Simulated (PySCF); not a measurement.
## Vibration and rotation of CF

UHF-CCSD(T) constants of CF, ²Π (doublet), unpaired electrons π ↑ (PySCF, no relativity, basis sets C def2-TZVPP, F def2-TZVPP; masses 12.0000 and 18.9984 u):

| Property | Result |
| --- | --- |
| ωe | 1312.3 cm⁻¹ |
| ωexe | 10.6 cm⁻¹ |
| Be | 1.4024 cm⁻¹ |
| αe | 0.0175 cm⁻¹ |
| D (centrifugal) | 6.41e-06 cm⁻¹ |
| De to C + F | 5.53 eV |

Give the vibrational terms G(v) and spacings up to v = 6.

G(v) = ωe(v+½) − ωexe(v+½)².

| v | G(v) (cm⁻¹) | G(v) − G(v−1) | Bv (cm⁻¹) |
| --- | --- | --- | --- |
| 0 | 654 |  | 1.394 |
| 1 | 1945 | 1291 | 1.376 |
| 2 | 3214 | 1270 | 1.359 |
| 3 | 4463 | 1249 | 1.341 |
| 4 | 5691 | 1228 | 1.324 |
| 5 | 6897 | 1206 | 1.306 |
| 6 | 8082 | 1185 | 1.289 |

How well does the Morse estimate ωe²/(4ωexe) reproduce De, and what is D0?

It gives 5.04 eV, 91 % of the computed De. D0 = De − G(0) = 5.53 − 0.08 = 5.45 eV.

Correlated steps freeze 2 core orbitals. The state was picked by a PBE0 search and need not be the measured ground state.
